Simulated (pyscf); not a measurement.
Single points on ωB97X-D3(BJ)/def2-SVP structures (PySCF, gas phase).

### Question
For the elementary gas-phase step `[NH2][SiH2][NH][SiH2][NH][SiH3]` → `[NH2][SiH2][NH][SiH2][NH2]` + `[SiH2]` [singlet] (singlet surface; N–Si, H–Si broken, H–N formed), what barrier and reaction energy does ωB97M-D3(BJ)/def2-TZVP give, measured from the reactant's lowest minimum found?

### Answer
ΔE‡ = 73.8 kcal/mol, ΔE = +68.2 kcal/mol. Zero-point energy shifts the barrier by -1.9 kcal/mol. It is a 1,1-elimination, with an imaginary mode of 1668i cm⁻¹. On the product side the descent ends in an adduct with a N–Si contact, 34.4 kcal/mol under the separated species and 36.3 kcal/mol under the saddle at ωB97X-D3(BJ)/def2-TZVP. What is counted as broken (N–Si) persists as a longer contact in the product adduct; parting that adduct is a step of its own. At ωB97X-D3(BJ)/def2-TZVP the barrier from the zero used here is 77.0 kcal/mol. One saddle was located; it need not be the lowest between these sides.
